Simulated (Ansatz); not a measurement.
**Property card for FeO**

Theory: DFT PBEsol, scalar-relativistic, plane waves, PAW (Ansatz).

Plane waves to 420 eV, a k mesh through Γ of 18×18×18 on the computed 2-atom cell and Gaussian smearing (0.10 eV); collinear spin from starting moments 3.76 0.37 μB.

The structure is relaxed at this level of theory with its symmetry kept.

Space group Fm-3m (No. 225). a = 4.246 Å, b = 4.246 Å, c = 4.246 Å, α = 90.00°, β = 90.00°, γ = 90.00°
```json
{"atom": "Fe", "site": "4a", "symmetry": "m-3m", "x": "0.0000", "y": "0.0000", "z": "0.0000"}
{"atom": "O", "site": "4b", "symmetry": "m-3m", "x": "0.5000", "y": "0.0000", "z": "0.0000"}
```

| Property | Result |
| --- | --- |
| Space group | Fm-3m (No. 225) |
| Volume per atom | 9.57 Å³ |
| Formation energy from the elements' standard states (uncorrected) | -0.855 eV/atom |
| Kohn–Sham band gap | none (metal) |
| Density of states at the Fermi level | 1.11 states/eV per cell |
| Löwdin character within 0.5 eV of the Fermi level | Fe 3d 90 %, O 2p 9 % |
| Bulk modulus | 209 GPa |
| Its pressure derivative | 4.4 |
| Bader charges (e) | Fe (1 in the cell) 1.33, O (1 in the cell) -1.33 |
| Total moment | 4.00 μB per cell |
| Site moments (μB; atoms counted from 1 over the whole cell) | Fe (atom 1) 3.42, O (atom 2) 0.34 |

Only this magnetic start was tried.